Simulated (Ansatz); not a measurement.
Process, species as SMILES: P#P (P2) → P2+ (doublet, bonded as P#P) + e-
B3LYP-D3(BJ)/def2-TZVP geometries, fixed; electronic energies without zero-point terms.

Effect of a fitting basis named in the input at HF/cc-pV(T+d)Z with Ansatz (a quantum-chemistry and plane-wave program), against the last row, where the adiabatic ionisation energy is 9.07 eV. A restricted Hartree-Fock determinant is unstable towards unrestricted orbitals. An unrestricted Hartree-Fock determinant is markedly spin-contaminated. Open shells are unrestricted. The default fits or decomposes integrals by the program's own choice; accuracy: high also tightens integrals, grids and stops.

```csv
setting,largest shift of a total energy (mEh),shift of the adiabatic ionisation energy (eV)
fitting: def2-SV(P)-JKFIT,0.054,0.001
fitting: def2-universal-JKFIT,0.054,0.001
fitting: cc-pVTZ-JKFIT,0.135,0.000
fitting: cc-pVQZ-JKFIT,0.056,0.000
fitting: cc-pV5Z-JKFIT,0.045,0.000
accuracy: high,-0.020,0.000
accuracy: medium (default),0.000,0.000
```

Within 0.002 eV in the adiabatic ionisation energy: fitting: def2-SV(P)-JKFIT; fitting: def2-universal-JKFIT; fitting: cc-pVTZ-JKFIT; fitting: cc-pVQZ-JKFIT; fitting: cc-pV5Z-JKFIT; accuracy: high. The largest shift is 0.135 mEh in a total energy and 0.001 eV in the difference.
